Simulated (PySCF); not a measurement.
**Computed spin Hamiltonian**

Tetracarbon chain, C4 (triplet state).
Cartesian coordinates in Å at the PBE0-D3(BJ)/def2-SVP level; atoms count from 1:
```
atom  x, y, z in Å
C1    -1.9271    0.3011   -0.4156
C2    -0.6340    0.1001   -0.2868
C3     0.6391   -0.0977   -0.1601
C4     1.9322   -0.2988   -0.0313
```

The species is `[C]=C=C=[C]` (tetracarbon chain) [triplet].

Method used: UKS B3LYP, IGLO-III on C, non-relativistic, mean-field spin-orbit, GIAO in PySCF 2.14.0. Geometry: PBE0-D3(BJ)/def2-SVP; no solvent, vibrations or thermal averaging. Stability of the SCF solution: not tested.

```json
{"g1, g2, g3": "2.00222, 2.00295, 2.00295", "g_iso": "2.00271", "Form of g": "axial", "⟨S²⟩": "2.0311 (exact 2.0000)", "D, E": "0.323, 0.000 cm⁻¹", "HOMO–LUMO gap, α and β orbitals": "5.73, 3.11 eV", "Total energy": "-152.14980 Eh", "Basis functions": "140"}
```

Isotropic coupling and dipolar principal values T1 to T3, in mT (MHz turned into mT with g_iso):

| atom | isotope | a_iso | T1 | T2 | T3 | Mulliken spin population |
| --- | --- | --- | --- | --- | --- | --- |
| C1 | 13C | 0.69 | -1.24 | 0.62 | 0.62 | 0.77 |
| C2 | 13C | -0.21 | -0.24 | 0.12 | 0.12 | 0.23 |
| C3 | 13C | -0.21 | -0.24 | 0.12 | 0.12 | 0.23 |
| C4 | 13C | 0.69 | -1.24 | 0.62 | 0.62 | 0.77 |

The Mulliken spin populations are largest on C4 (+0.77), C1 (+0.77), C2 (+0.23) and C3 (+0.23). Four atoms exceed +0.15.

Axes: g1 lies along the molecular axis.

The 13C coupling of C1/C4 (mean 19.3 MHz) shows only in satellite lines or after enrichment, since that isotope makes up about 1.07 % of natural carbon.

Time: 8.1 s of wall time (grids of density and orbitals included); peak memory 0.46 GiB. Hardware: one thread of an Arm Neoverse V2, shared host with 96 logical CPUs at a one-minute load of 39.
